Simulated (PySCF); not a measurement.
This PySCF input asks for the NMR shieldings of SMILES ClC12CC(C1)C2, C5H7Cl; the geometry comes from PBE0-D3(BJ)/def2-TZVP.

```python
import basis_set_exchange as bse
import numpy as np
from pyscf import gto, dft
from pyscf.prop import nmr

atoms = """
Cl   -1.160373    1.735768    2.915244
C    -0.386918    0.950062    1.547022
C    -1.003367   -0.142040    0.661900
C     0.419375    0.132113    0.121739
C     0.125949    1.642335    0.276389
C     0.913942    0.135804    1.586842
H    -1.836086    0.164947    0.028509
H    -1.170157   -1.109624    1.136436
H     0.897501   -0.354411   -0.724529
H    -0.633974    2.064794   -0.381825
H     0.987130    2.299816    0.400442
H     1.826152    0.695582    1.796049
H     0.871407   -0.813624    2.121674
"""
names = dict.fromkeys(["Cl", "C", "H"], "pcSseg-2")
basis = {el: gto.basis.parse(bse.get_basis(n, elements=[el], fmt="nwchem")) for el, n in names.items()}
mol = gto.M(atom=atoms, basis=basis, charge=0, verbose=0)
mf = dft.RKS(mol, xc="HYB_GGA_XC_WB97X_D")
mf.grids.level = 2
mf.grids.alignment = dft.numint.BLKSIZE   # the property module wants whole blocks of grid points
mf.conv_tol = 1e-9
mf.kernel()

calc = nmr.RKS(mf)   # GIAO
C = mf.mo_coeff
Co = C[:, mf.mo_occ > 0]
resp = mf.gen_response(singlet=True, hermi=2)
def vind(x):   # induced exchange potential for any number of trial vectors
    d = np.einsum("pi,xij,qj->xpq", C, 2 * x.reshape(-1, C.shape[1], Co.shape[1]), Co, optimize=True)
    return np.einsum("xpq,pi,qj->xij", resp(d - d.transpose(0, 2, 1)), C, Co, optimize=True).ravel()
mo1, _ = nmr.rhf.solve_mo1(calc, with_cphf=vind)
sigma = calc.kernel(mo1)
for i, s in enumerate(sigma):   # ppm
    w = np.linalg.eigvalsh((s + s.T) / 2)
    print("%2d %-2s iso %8.1f  s11 %8.1f  s22 %8.1f  s33 %8.1f" % (i, mol.atom_pure_symbol(i), w.mean(), *w))
```

Problem. Give the expected output.

Solution. 
```
 0 Cl iso    749.0  s11    580.5  s22    580.6  s33   1085.9
 1 C  iso    129.4  s11    106.7  s22    106.7  s33    174.8
 2 C  iso    126.6  s11    120.3  s22    128.1  s33    131.4
 3 C  iso    160.0  s11    156.5  s22    156.6  s33    167.0
 4 C  iso    126.6  s11    120.3  s22    128.1  s33    131.3
 5 C  iso    126.6  s11    120.3  s22    128.1  s33    131.4
 6 H  iso     29.7  s11     26.3  s22     27.3  s33     35.5
 7 H  iso     29.7  s11     26.3  s22     27.3  s33     35.4
 8 H  iso     29.2  s11     24.8  s22     24.8  s33     38.0
 9 H  iso     29.7  s11     26.3  s22     27.3  s33     35.4
10 H  iso     29.7  s11     26.3  s22     27.3  s33     35.4
11 H  iso     29.7  s11     26.3  s22     27.3  s33     35.4
12 H  iso     29.7  s11     26.3  s22     27.3  s33     35.4
```

These numbers come from an equivalent density-fitted implementation of the same equations, which agrees with the script to about 0.01 ppm for H and up to a few tenths of a ppm for heavy atoms, so last digits may differ.

Size and cost of the density-fitted run: 321 basis functions, 64 s wall time on 1 thread of an Arm Neoverse V1, shared host; peak memory 1.4 GiB.
